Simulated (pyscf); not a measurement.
PySCF, gas phase, ωB97X-D3(BJ)/def2-SVP geometries.

Q: For the elementary gas-phase step `[O]=[GaH]` + `[CH3][CH3]` → `[OH][GaH2]` + `[CH2]=[CH2]` (singlet surface; C–H, C–H broken, H–O, Ga–H formed), what barrier and reaction energy does PBE0-D3(BJ)/def2-TZVP give, measured from the separated reactants?

A: ΔE‡ = 30.8 kcal/mol, ΔE = -7.7 kcal/mol. ωB97M-D3(BJ)/def2-TZVP gives 37.6 kcal/mol and -11.1 kcal/mol. Zero-point energy shifts the barrier by -4.3 kcal/mol. It is a concerted two-bond exchange, with an imaginary mode of 1819i cm⁻¹. O=GaH lies 48.1 kcal/mol over its isomer HO–Ga [singlet] (electronic energy, ωB97M-D3(BJ)/def2-TZVP). One saddle was located; it need not be the lowest between these sides. Elements up to Kr have no core potential and no relativistic terms here.
